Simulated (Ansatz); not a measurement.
This geometry of H₆Si₂ (8 atoms, charge 0, multiplicity 1) is a first-order saddle point.

Computed with RKS r2SCANh/def2-SVP (Ansatz).

```xyz
8
Properties=species:S:1:pos:R:3
Si 0.344 -0.009 -0.041
Si 1.037 0.012 2.213
H 0.134 -0.846 3.036
H 2.430 -0.514 2.334
H 1.002 1.398 2.762
H 1.444 -0.508 -0.917
H -0.029 1.368 -0.483
H -0.841 -0.901 -0.210
```

(1) Which two structures does it join? (They come from a converged band through this point; their orientation in space is the band's.)

(2) How far does it lie above each of them?

Results:

(1) No bond is made or broken.  The two ends are copies of one structure, up to a mirror image or an exchange of like atoms.

Image 0:

```xyz
8
Properties=species:S:1:pos:R:3
Si 0.353 0.016 -0.036
Si 1.020 -0.017 2.212
H -0.149 -0.260 3.107
H 2.023 -1.101 2.428
H 1.640 1.290 2.576
H 1.547 0.212 -0.909
H -0.607 1.132 -0.279
H -0.305 -1.272 -0.405
```

Image 6:

```xyz
8
Properties=species:S:1:pos:R:3
Si 0.357 0.014 -0.037
Si 1.023 -0.014 2.210
H 0.657 -1.316 2.841
H 2.501 0.170 2.313
H 0.351 1.087 2.961
H 1.064 -1.059 -0.797
H 0.683 1.333 -0.655
H -1.114 -0.214 -0.142
```

(2) 0.043 eV above the first and 0.043 eV above the second. This is the barrier of this one path; another mechanism may lie lower.

Time of the run: 2.1 min on 1 thread of Arm Neoverse V1, with other jobs on the host, peak memory 0.13 GiB.
